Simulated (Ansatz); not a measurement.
Ansatz (a quantum-chemistry and plane-wave program) input (RPA@PBE/cc-pVTZ):

Ansatz 0.2 input:
```yaml
crystal:
  periodic: [false, false, false]
  atoms:
    - {symbol: C, position_ang: [0.37929460, 0.55476049, 0.30227314]}
    - {symbol: C, position_ang: [0.02534738, -0.76307343, -0.03003155]}
    - {symbol: O, position_ang: [0.69996098, 1.63440694, -0.15189047]}
    - {symbol: O, position_ang: [-1.12129664, -1.30302412, -0.06769073]}
    - {symbol: H, position_ang: [0.94283335, -1.40118499, 0.12320002]}
basis:
  gaussian:
    orbitals: cc-pVTZ
hamiltonian:
  xc: pbe
total_charge: -1
magnetization: {spin_polarized: false}
correlation: {method: rpa, electrons: outside_noble_gas}
```

Output:

```
Functional definition: PBE
integrals: 0.11 GiB planned
806 factors; integrals over basis functions are off by at most 1.4e-3 eV
mean field: 0.50 GiB planned
mean field evaluation 1: about -6176.5352 eV, gradient 3.0e1 eV
mean field evaluation 2: about -6176.5322 eV, gradient 3.0e1 eV
mean field evaluation 4: about -6177.4377 eV, gradient 2.2e1 eV
mean field evaluation 8: about -6178.5375 eV, gradient 7.3e-1 eV
mean field evaluation 16: about -6178.5382 eV, gradient 6.5e-5 eV
mean field evaluation 32: about -6167.5352 eV, gradient 2.2e1 eV
mean field -6178.53817997 eV, -227.0570901504 hartree, gradient 2.3e-6 eV, S^2 0.000000; 2 other end points of the search recorded, 0 dependent functions left out
4 core orbitals not correlated
reference -6149.47791318 eV, -225.9891450437 hartree; 11, 11 occupied and 119, 119 virtual orbitals, 806 factors
Total energy: -6182.20988463 eV, -227.1920228077 hartree
```

It need not be the lowest isomer of its formula. Whether it binds its extra electron was not tested at this geometry.
